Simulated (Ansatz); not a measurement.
Ba2SrN2 (P-3m1)

Level of theory: DFT r2SCAN, scalar-relativistic, plane waves, PAW in Ansatz 0.2.0.

Settings: cutoff 500 eV, Γ-centred mesh 12×12×4 on the computed 5-atom cell, Gaussian smearing of 0.10 eV; no spin polarisation.

The structure is relaxed at this level of theory with its symmetry kept. Whether it is the stable form of this composition wasn't checked.

It takes space group P-3m1 (No. 164, trigonal). The conventional cell has a = 3.876 Å, b = 3.876 Å, c = 10.412 Å, α = 90.00°, β = 90.00°, γ = 120.00°. Around Ba (site symmetry 3m) lie 3 N at 2.58 Å. Around Sr (site symmetry -3m) lie 6 N at 2.81 Å. Around N (site symmetry 3m) lie 3 Ba at 2.58 Å and 3 Sr at 2.81 Å.

| Item | Value |
| --- | --- |
| Volume per atom | 27.10 Å³ |
| Formation energy from the elements' standard states (uncorrected) | -0.604 eV/atom |
| Generalised Kohn–Sham band gap | none (metal) |
| Density of states at the Fermi level | 0.34 states/eV per cell |
| Löwdin character within 0.5 eV of the Fermi level | N 2p 80 %, unprojected 12 % |
| Bader charges (e) | Ba (2 in the cell) 1.03, Sr (1 in the cell) 1.46, N (2 in the cell) -1.76 |

Spin-orbit coupling is left out, which matters for the bands of heavy elements.